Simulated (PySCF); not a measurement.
Question: Write Cartesian coordinates for InChI=1S/C6H6N2/c1-3-7-6-2-4-8-5(1)6/h1-4,7-8H as optimised with PBE0-D3(BJ)/def2-SVP.

Answer: 
```
atom  x, y, z in Å
C1     2.0908   -0.1666    0.0200
C2     1.4158    1.0413    0.0441
C3     0.0373    0.6933    0.0192
N4    -1.2346    1.2050    0.0187
C5    -2.1302    0.1605   -0.0183
C6    -1.4552   -1.0473   -0.0430
C7    -0.0768   -0.6993   -0.0188
N8     1.1951   -1.2110   -0.0176
H9     3.1623   -0.3548    0.0271
H10    1.8769    2.0253    0.0754
H11   -1.4862    2.1809    0.0422
H12   -3.2017    0.3488   -0.0249
H13   -1.9163   -2.0314   -0.0739
H14    1.4467   -2.1869   -0.0415
```

Orientation and origin are arbitrary. Atoms count from 1 in this order. The 8 heavy atoms lie in one plane (0.000 Å rms). N4 (pyrrole-type nitrogen) is planar (angles 126.4°, 124.9° and 108.7°, sum 360.0°, 0.00 Å off the plane of its three neighbours). The C–C distances run from 1.384 Å (C5–C6, aromatic) to 1.422 Å (C2–C3, aromatic), a spread of 0.038 Å. The 5-membered ring C1–C2–C3–C7–N8 has internal angles of 105.0° to 110.2° (sum 540°, against 540° for a flat polygon); it is planar, 0.00 Å rms from its mean plane, widest ring torsion 0°.

Bonds between heavy atoms (Å): C1–C2 1.384, C2–C3 1.422, C3–N4 1.371, N4–C5 1.376, C5–C6 1.384, C6–C7 1.422, C7–N8 1.371, C1–N8 1.376, C3–C7 1.398.

Method: PySCF, PBE0-D3(BJ)/def2-SVP geometry optimisation, gas phase.

Point group: C2h (every atom within 0.08 Å of its image). No frequency check.
